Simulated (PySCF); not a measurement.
Species: phosphaethyne, CHP.
Z-matrix (Å and degrees, PBE0-D3(BJ)/def2-TZVP geometry), rows numbered from 1:
```
C 
P   1  1.5304
H   1  1.0733  2  179.98
```

Level: wB97X-D/pcSseg-2 in PySCF, non-relativistic, on one gas-phase PBE0-D3(BJ)/def2-TZVP geometry that isn't relaxed in the solvent. The solvent is an IEF-PCM continuum (van der Waals radii × 1.2). Specific hydrogen bonds and non-electrostatic terms are outside this model.

Gas phase at wB97X-D/pcSseg-2: HOMO -10.04 eV, LUMO 0.33 eV, dipole 0.41 D.

Task: What does the continuum do to the energy, the frontier levels and the dipole at wB97X-D/pcSseg-2 in chloroform?

Result: 
```tsv
solvent	ε	E(solvent) − E(gas) (kJ/mol)	polarisation term (kJ/mol)	distortion of the solute (kJ/mol)	HOMO (eV)	LUMO (eV)	dipole (D)
chloroform	4.711	-4.41	-4.70	0.29	-10.01	0.39	0.46
```

The first energy column is the sum of the next two and covers electrostatics alone.

On one thread, Intel Xeon Platinum 8488C (x86_64), shared host, this took 1.9 s of wall time and 0.35 GiB of memory at its peak. This is the whole shielding run at wB97X-D/pcSseg-2 in chloroform, SCF included.

wB97X-D is run here without its empirical dispersion term; that term would change no orbital, density or response property at a fixed geometry.
